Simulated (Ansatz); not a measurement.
Geometry optimisation, Ansatz 0.2.0, RKS BHLYP/cc-pVDZ.

Input file:

```yaml
crystal:
  periodic: [false, false, false]
  atoms:
    - { symbol: Si, position_ang: [0.129948, 0.009326, 0.114896] }
    - { symbol: H, position_ang: [0.456568, 0.003042, 1.527821] }
    - { symbol: H, position_ang: [1.56739, -0.07134, -0.042332] }
    - { symbol: H, position_ang: [-0.481787, 1.252824, -0.392254] }
    - { symbol: O, position_ang: [-0.726387, -1.313301, -0.439295] }
    - { symbol: H, position_ang: [-1.088531, -1.896551, 0.224764] }
basis:
  gaussian: { orbitals: cc-pVDZ }
hamiltonian:
  xc: { name: BHLYP }
relax:
  f_tol: 0.03
  max_steps: 50
```

Run as:

```bash
$ ansatz run input.yaml --threads 1 --pin off --max-ram 2048MiB --backend cpu --events-out ev --progress --plain --runs-dir out
```

Task: Where does it end, and by what steps?

Result: It converged. After 7 steps the energy has fallen by 0.500 eV; H6 moved furthest, 0.41 Å.

```tsv
step	energy less start (eV)	largest force component (eV/Å)	accepted
0	0.0000	1.512	yes
1	-0.4258	0.409	yes
2	-0.4235	0.938	no
3	-0.4774	0.057	yes
4	-0.4858	0.130	yes
5	-0.4883	0.464	yes
6	-0.4996	0.089	yes
7	-0.4999	0.008	yes
```

```xyz
6
Properties=species:S:1:pos:R:3
Si 0.152 0.025 0.208
H 0.204 0.147 1.689
H 1.530 -0.255 -0.281
H -0.350 1.283 -0.387
O -0.925 -1.165 -0.273
H -0.754 -2.052 0.037
```

Whether the end is a true minimum wasn't checked by a vibrational analysis.

Time of the run: 8.8 s on 1 thread of Intel(R) Xeon(R) CPU @ 2.60GHz (Ice Lake), with other jobs on the host, peak memory 0.12 GiB.
